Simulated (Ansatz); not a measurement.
SiSe2 (Ibam, No. 72) was calculated with PBE0 (Ansatz, an electronic-structure program, plane waves, PAW).

Settings: plane-wave cutoff 500 eV, 6×6×6 k mesh, gaussian smearing 0.02 eV, scalar-relativistic PAW data made under PBE.

Cell (relaxed with PBEsol):

Space group Ibam (No. 72); a = 6.2985 Å, b = 9.3076 Å, c = 5.8558 Å, α = β = γ = 90.00°

```csv
atom,site,symmetry,x,y,z
Si,4a,222,0.0000,0.0000,0.2500
Se,8j,..m,0.2053,0.1282,0.0000
```
(The calculation used a cell of 6 atoms; values per cell refer to that cell.)

Problem. What does this level give for the band gap?

Solution. 
* **band gap**: 3.37 eV (on the SCF k mesh)

Note: cell and atoms aren't relaxed at this level.

Spin–orbit coupling is not included.

Computing time: around 11 core-minutes (rough).
